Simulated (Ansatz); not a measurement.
`NCCO` and `OCCCF` differ in one atom or group.

Ansatz, PBE0-D4/def2-TZVP geometries, multiplicity 1. Each molecule was computed in one conformer, which needn't be the lowest.

| property | `NCCO` |
| --- | --- |
| HOMO–LUMO gap (B3LYP/def2-TZVPP) / eV | 7.15 |
| HOMO energy (B3LYP/def2-TZVPP) / eV | -6.53 |
| LUMO energy (PBE0/def2-TZVPP) / eV | 1.01 |
| HOMO energy (PBE0/def2-TZVPP) / eV | -6.75 |
| size of the dipole moment (ωB97M-V/def2-TZVPP) / D | 0.88 |
| size of the dipole moment (PBE/def2-TZVPP) / D | 0.79 |

(1) Give the same properties after the change, and the shifts. (Estimate.)

## Answers

(1) Computed: 
| property | `OCCCF` | shift |
| --- | --- | --- |
| HOMO–LUMO gap (B3LYP/def2-TZVPP) / eV | 8.41 | 1.26 |
| HOMO energy (B3LYP/def2-TZVPP) / eV | -7.72 | -1.19 |
| LUMO energy (PBE0/def2-TZVPP) / eV | 1.09 | 0.08 |
| HOMO energy (PBE0/def2-TZVPP) / eV | -7.95 | -1.20 |
| size of the dipole moment (ωB97M-V/def2-TZVPP) / D | 1.37 | 0.49 |
| size of the dipole moment (PBE/def2-TZVPP) / D | 1.30 | 0.51 |

With PBE0 the HOMO falls by 1.20 eV and the LUMO rises by 0.08 eV, so the gap widens by about 1.28 eV. PBE moves the HOMO by -1.01 eV and ωB97M-V by -1.24 eV. Dipoles are sizes alone; their direction can turn.

B3LYP here is the variant with VWN-RPA as its local correlation; programs differ in this.
